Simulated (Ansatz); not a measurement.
**doublet AlH(-): levels of theory in one basis**

```xyz
2

Al   -0.0212   -0.0256   -0.8209
H     0.0230    0.0424    0.8453
```

Basis set: def2-SVP (spherical functions). Correlated methods keep 5 orbitals frozen. Correlation on ROHF uses semicanonical orbitals with singles. Charge -1, multiplicity 2.

Computed with Ansatz (development build ahead of 0.2.0); each method stands on the lowest determinant of its kind that the runs found.

```
  method  E − E(ROHF) (eV)  <S²> of the determinant
    ROHF              0.00                     0.75
     UHF             -0.07                     0.84
ROHF-MP2             -1.49                        –
 UHF-MP2             -1.46                     0.84
```

What does ROHF-CCSD(T) give on the same scale?

-2.06 eV.

Caution: no diffuse functions for an anion.
